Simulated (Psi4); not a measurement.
Noncovalent pair: CH4O (SMILES CO) (first 6 atoms) with H2O (SMILES O); geometry from S66by8 set.
(charge 0, multiplicity 1):
| atom | x (Å) | y (Å) | z (Å) |
|---|---|---|---|
| O | -1.6651 | 0.4659 | -0.0041 |
| H | -0.7008 | 0.4335 | -0.0038 |
| C | -2.1265 | -0.8695 | 0.0041 |
| H | -3.2128 | -0.8381 | 0.0033 |
| H | -1.8045 | -1.4290 | -0.8774 |
| H | -1.8056 | -1.4177 | 0.8931 |
| O | 3.2675 | 0.3032 | 0.0005 |
| H | 3.7067 | 0.6914 | -0.7594 |
| H | 3.7054 | 0.7058 | 0.7536 |

Computed with SAPT0/jun-cc-pV(D+d)Z in Psi4 1.11.

Q: Which attractive term is largest, and how does the interaction split up?

A: electrostatics -44.3, exchange 0.2, induction -1.1, dispersion -1.9, total -47.1 meV; the largest attraction is electrostatics.
